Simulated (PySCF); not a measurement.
# Computed spin Hamiltonian

Species: C5H6S (charge -1 and doublet state).
Numbering: `[CH3:1][C:2]#[C:3][CH2:4][CH:5][S-:6]` (hydrogens: H7, H8, H9 on C1; H10, H11 on C4; H12 on C5)

Structure used (GFN2-xTB), in Å, numbered top down from 1:
```
atom  x, y, z in Å
C1     2.4966    0.0721    0.0344
C2     1.0755   -0.2330   -0.0127
C3    -0.0983   -0.4922   -0.0732
C4    -1.5456   -0.6362   -0.0200
C5    -2.1568    0.5367    0.6864
S6    -2.8498    1.8242   -0.1738
H7     3.0818   -0.7226   -0.4384
H8     2.8286    0.1763    1.0705
H9     2.6973    1.0092   -0.4895
H10   -1.7841   -1.5828    0.4995
H11   -1.9441   -0.6896   -1.0385
H12   -1.7998    0.7371    1.6941
```

The hyperfine couplings belong to this conformer and change with its torsions.

Theory: UKS B3LYP, pcH-1 on C H S, non-relativistic, mean-field spin-orbit, GIAO in PySCF 2.14.0. Whether the extra electron is bound in the gas phase wasn't checked; a finite basis holds it in any case. The geometry wasn't refined by DFT: couplings that depend on bond lengths, twists or pyramidal angles can differ widely from those at the functional's own minimum, by a factor of two or more for some ions and for spin on atoms past the first row. The SCF solution wasn't tested for stability.

```json
{
  "g1, g2, g3": "2.00179, 2.00950, 2.01443",
  "g_iso": "2.00857",
  "Form of g": "rhombic: the two nearest values differ by 39 % of g3 − g1",
  "⟨S²⟩": "0.7541 (exact 0.7500)",
  "HOMO–LUMO gap, α and β orbitals": "2.52, 4.02 eV",
  "Total energy": "-592.28255 Eh"
}
```

Hyperfine couplings atom by atom, in G; T1 to T3 are the principal values of the dipolar part (MHz turned into gauss with g_iso; 10 G = 1 mT):

| atom | isotope | a_iso | of which spin–orbit | T1 | T2 | T3 | Mulliken spin population |
| --- | --- | --- | --- | --- | --- | --- | --- |
| C1 | 13C | -0.4 | 0.0 | -0.1 | -0.1 | 0.2 | 0.00 |
| C2 | 13C | 2.9 | 0.0 | -1.6 | -1.1 | 2.8 | 0.04 |
| C3 | 13C | 23.4 | 0.0 | -1.2 | -0.5 | 1.8 | 0.02 |
| C4 | 13C | -5.7 | 0.0 | -0.5 | -0.3 | 0.8 | -0.04 |
| C5 | 13C | 36.9 | 0.1 | -20.3 | -19.8 | 40.1 | 0.64 |
| S6 | 33S | 1.8 | 0.1 | -12.6 | -10.9 | 23.5 | 0.35 |
| H7 | 1H | 2.5 | 0.0 | -0.2 | -0.2 | 0.4 | 0.00 |
| H8 | 1H | 1.4 | 0.0 | -0.3 | -0.2 | 0.5 | 0.00 |
| H9 | 1H | 0.1 | 0.0 | -0.3 | -0.2 | 0.5 | 0.00 |
| H10 | 1H | 16.3 | 0.0 | -1.5 | -1.2 | 2.8 | 0.02 |
| H11 | 1H | 1.9 | 0.0 | -1.3 | -1.2 | 2.5 | 0.00 |
| H12 | 1H | -11.1 | 0.0 | -9.2 | -0.5 | 9.7 | -0.03 |

The Mulliken spin populations are largest on C5 (+0.64) and S6 (+0.35). The angles at C5 add up to 355.6°, so it is nearly planar; its axial dipolar tensor and the negative coupling of its proton fit spin in a p orbital normal to that plane.

Axes: g3 points within 7° of the C5–S6 bond.

Under fast tumbling the dipolar parts average out, and these isotropic splittings remain: 1 × 1H (H12, I = 1/2, 2 lines) with 1.11 mT, 2 × 1H (H10/H11, I = 1/2, 3 lines) with 0.91 mT and 3 × 1H (H7/H8/H9, I = 1/2, 4 lines) with 0.14 mT.

Means are taken over nuclei equivalent by connectivity, which assumes that they swap fast. The three 1H nuclei of mean +3.8 MHz run from 0.4 to 7.1 MHz in the frozen geometry. The 1H value of +25.5 MHz is a mean of couplings from 5.3 to 45.8 MHz in this one geometry, not an average over conformers.

The 33S coupling of S6 (5.0 MHz) shows only in satellite lines or after enrichment, since that isotope makes up about 0.76 % of natural sulfur.

The 13C coupling of C5 (103.8 MHz) shows only in satellite lines or after enrichment, since that isotope makes up about 1.07 % of natural carbon.
